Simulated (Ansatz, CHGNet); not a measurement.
For Ga2O3 (C2/m, No. 12), the machine-learned potential CHGNet 0.3.0 (trained on PBE and PBE+U data) gives:

```
Property                           Value
-------------------------  -------------
volume per atom            10.96 Å³/atom
polycrystal shear modulus       46.6 GPa
```

Task: What does r²SCAN (PAW; Ansatz, a program for electronic structure) give for the same quantities?

Result: 
- equilibrium volume per atom: 10.50 Å³/atom (decreases by 4.2 %)
- Voigt–Reuss–Hill shear modulus: 79.9 GPa (rises by 71 %)

Changes are worked out from the printed values.

Unless a cell is named, each level is at its own relaxed cell (CHGNet 0.3.0 10.96, r²SCAN 10.50 Å³/atom).

Caveats: the relaxation could not lower the start's symmetry, so the cell can be a saddle point above a distorted one (CHGNet 0.3.0, r²SCAN). Ansatz's density-functional and Hartree–Fock values are scalar-relativistic unless marked +SOC, with PAW data made under PBE.
